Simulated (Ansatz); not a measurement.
Results of r²SCAN in Ansatz (plane waves, PAW) for ZnLu2S4 (Pnma, No. 62; cell taken from a computed entry).

Run with plane-wave cutoff 560 eV, 4×6×6 k mesh (along the axes of the cell as run), Fermi–Dirac smearing 0.01 eV, scalar-relativistic PAW data made under PBE.

Cell (relaxed with PBEsol):

```
Lu2ZnS4
1.0
   13.11410     0.00000     0.00000
    0.00000     7.62313     0.00000
    0.00000     0.00000     6.18708
Lu Zn S
8 4 16
Cartesian
  6.55705   3.81157   3.09354
  0.00000   3.81157   0.00000
  0.00000   0.00000   0.00000
  6.55705   0.00000   3.09354
  9.65150   5.71735   0.01568
  3.46259   1.90578   6.17140
 10.01964   1.90578   3.10922
  3.09446   5.71735   3.07786
 11.91729   5.71735   3.65373
  1.19681   1.90578   2.53335
  7.75386   1.90578   0.56019
  5.36024   5.71735   5.62689
  8.76969   3.74068   1.59811
  4.34440   3.88245   4.58897
 10.90145   3.88245   4.69165
  2.21264   3.74068   1.49543
  2.21264   0.07089   1.49543
 10.90145   7.55225   4.69165
  4.34440   7.55225   4.58897
  8.76969   0.07089   1.59811
  0.95025   5.71735   4.61565
 12.16385   1.90578   1.57143
  5.60680   1.90578   1.52211
  7.50729   5.71735   4.66497
 11.93580   5.71735   1.38825
  1.17829   1.90578   4.79883
  7.73534   1.90578   4.48179
  5.37876   5.71735   1.70529
```

Predict the band gap.


band gap: 2.62 eV

Note: cell and atoms aren't relaxed at this level (largest force component 0.09 eV/Å, pressure 2.1 GPa).

Spin–orbit coupling is not included.

Computing time: very roughly 40 core-minutes.

Ansatz is a first-principles code.
